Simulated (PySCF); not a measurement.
`[H]/P=C(/F)C=C`, C3H4FP

Geometry:
```csv
atom,x (Å),y (Å),z (Å)
C1,-1.582,-0.306,-0.008
C2,-0.285,-0.355,-0.350
C3,0.765,0.253,0.442
F4,0.317,0.871,1.538
P5,2.441,0.276,0.165
H6,-1.906,0.205,0.901
H7,-2.346,-0.777,-0.631
H8,0.036,-0.869,-1.260
H9,2.330,-0.479,-1.044
```

Computed, not measured: GIAO B3LYP/MINI magnetisability, rotational g tensor and spin-rotation constants, non-relativistic, gas phase (PySCF). Geometry: PBE0-D3(BJ)/def2-SVP.

Question: What are the magnetisability and the molar susceptibility?

Answer: Isotropic -840 × 10⁻³⁰ J/T², or -50.6 × 10⁻⁶ cm³/mol; principal values -1013, -836, -672 × 10⁻³⁰ J/T², anisotropy 296 × 10⁻³⁰ J/T² (root of half the summed squared differences of the principal values). The susceptibility is in cgs units.

Question: Split it along the inertial axes a, b, c into diamagnetic and paramagnetic parts about the centre of mass, with the quadrupole moment.

Answer: 
| axis | χ (10⁻⁶ cm³/mol) | diamagnetic (10⁻⁶ cm³/mol) | paramagnetic (10⁻⁶ cm³/mol) | summed x² of all electrons (Å²) | quadrupole Θ (D Å) |
| --- | --- | --- | --- | --- | --- |
| a | -50.3 | -205.3 | 155.0 | 113.4 | +0.69 |
| b | -40.5 | -518.7 | 478.1 | 39.5 | +1.87 |
| c | -61.0 | -648.6 | 587.5 | 8.9 | -2.56 |

Anisotropies 2χaa − χbb − χcc = +0.9 and 2χbb − χaa − χcc = +30.3 × 10⁻⁶ cm³/mol. Θ is traceless in Buckingham's convention.

Question: And the rotational g tensor?

Answer: 
```
axis  rotational constant (GHz)        g  nuclear part  electronic part
   a                     8.9540  -0.0945        0.5575          -0.6520
   b                     2.6195  -0.0406        0.5478          -0.5884
   c                     2.0266  -0.0094        0.5500          -0.5594
```
Asymmetric top; isotopes 12C, 19F, 1H, 31P; no vibrational averaging.
